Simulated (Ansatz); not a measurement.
Born–Oppenheimer molecular dynamics of C2H6ClO (10 atoms, charge 0, multiplicity 2). It starts at the highest image of a converged band, a first-order saddle point between two minima.

These are results of Ansatz, UKS revPBE-D4/def2-SVP, not measurements.

```
ensemble                      : NVE (velocity Verlet)
time step                     : 0.5 fs
steps asked                   : 200
starting velocities drawn for : 300 K
seed                          : 7658
```

First frame:

```xyz
10
Properties=species:S:1:pos:R:3
H 0.605 0.182 -1.253
C 0.675 -0.784 -0.649
O -0.500 -0.921 0.103
C -0.736 0.161 0.963
Cl 0.000 2.275 -1.336
H 0.763 -1.654 -1.326
H 1.583 -0.678 -0.010
H -0.793 1.111 0.334
H 0.098 0.321 1.686
H -1.694 -0.013 1.489
```

**Question.** What does the run give?

**Answer.** All steps were run.

```
steps done                                               : 200
time covered                                             : 100 fs
mean temperature over the second half                    : 206 K
spread of the potential energy over the second half      : 3.2 meV per atom
mean potential energy of the second half above the start : 9.8 meV per atom
```

The conserved energy stayed within 0.2 meV per atom of its start (net change 0.16 meV per atom), so the integration is sound. A run of 0.1 ps of so small a system gives no equilibrium averages.

**Question.** What happens to the structure?

**Answer.** No bond is clearly made or broken; grazing contacts change: H1–Cl5 2.18 → 1.59 Å. It ends as one piece, C2H6ClO. Pairs count as bonded within 1.25 times the sum of covalent radii (0.12 Å more for H–H). The details hang on the random start.

**Question.** How do temperature and energy run in time?

**Answer.** 
| time (fs) | T (K) | potential energy less start (eV) | conserved less start (meV/atom) |
| --- | --- | --- | --- |
| 0 | 300 | 0.000 | 0.00 |
| 5 | 184 | 0.120 | 0.05 |
| 10 | 157 | 0.149 | 0.11 |
| 15 | 209 | 0.095 | 0.10 |
| 20 | 104 | 0.204 | 0.17 |
| 25 | 120 | 0.188 | 0.17 |
| 30 | 180 | 0.126 | 0.14 |
| 35 | 168 | 0.138 | 0.13 |
| 40 | 168 | 0.138 | 0.13 |
| 45 | 217 | 0.087 | 0.11 |
| 50 | 199 | 0.105 | 0.12 |
| 55 | 171 | 0.135 | 0.14 |
| 60 | 220 | 0.084 | 0.13 |
| 65 | 210 | 0.094 | 0.11 |
| 70 | 205 | 0.099 | 0.10 |
| 75 | 271 | 0.030 | 0.07 |
| 80 | 242 | 0.060 | 0.05 |
| 85 | 192 | 0.113 | 0.08 |
| 90 | 247 | 0.056 | 0.08 |
| 95 | 193 | 0.112 | 0.12 |
| 100 | 165 | 0.141 | 0.16 |

Time of the run: 5.2 min on 2 threads of Intel(R) Xeon(R) Platinum 8488C (Sapphire Rapids) (shared host), peak memory 0.16 GiB.
